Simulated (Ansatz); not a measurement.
A structure relaxed at r2SCAN-D4/def2-TZVP in Ansatz, charge 0, singlet:

| atom | x (Å) | y (Å) | z (Å) |
| --- | --- | --- | --- |
| C1 | 0.4445 | 1.2323 | -0.1743 |
| C2 | 0.0518 | 0.0438 | 0.1388 |
| C3 | -0.2146 | -1.0382 | 0.7897 |
| H4 | 0.3879 | 1.7019 | -1.1498 |
| H5 | -0.6696 | -1.9398 | 0.3956 |

Give its formula and point group.

the cluster C₃H₂. Point group C2v (tolerance 0.1 Å).

Summarise the bond lengths by kind (pairs closer than 1.2 times the sum of covalent radii, bridged metal pairs left out).

2 × C–C 1.29 Å; 2 × C–H 1.08 Å.

The restricted singlet is unstable towards broken spin symmetry in Hartree–Fock (as tested in another run); at r2SCAN-D4/def2-TZVP this wasn't settled. Another isomer (singlet) lies 1.26 eV lower at PBE0-D4/def2-TZVP; other spin states weren't run for this one.
